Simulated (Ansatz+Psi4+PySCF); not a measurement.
**doublet CH2Cl: levels of theory in one basis**

```yaml
atoms:
  - { symbol: C, position_ang: [-0.1076, 0.5395, 0.9772] }
  - { symbol: Cl, position_ang: [0.0629, -0.3156, -0.5716] }
  - { symbol: H, position_ang: [-1.1309, 0.8970, 1.0721] }
  - { symbol: H, position_ang: [0.1231, -0.1490, 1.7876] }
```

Basis set: cc-pVTZ on H, C; cc-pV(T+d)Z on Cl (spherical functions). Left uncorrelated: 6 orbitals. Correlation on ROHF uses semicanonical orbitals with singles. Charge 0, multiplicity 2.

Computed with Ansatz (development build ahead of 0.2.0) and Psi4 1.11; each method stands on the lowest determinant of its kind that the runs found.

| method | E − E(ROHF) (eV) | <S²> of the determinant |
| --- | --- | --- |
| ROHF | 0.00 | 0.75 |
| UHF | -0.10 | 0.76 |
| ROHF-MP2 | -9.25 | – |
| UHF-MP2 | -9.24 | 0.76 |
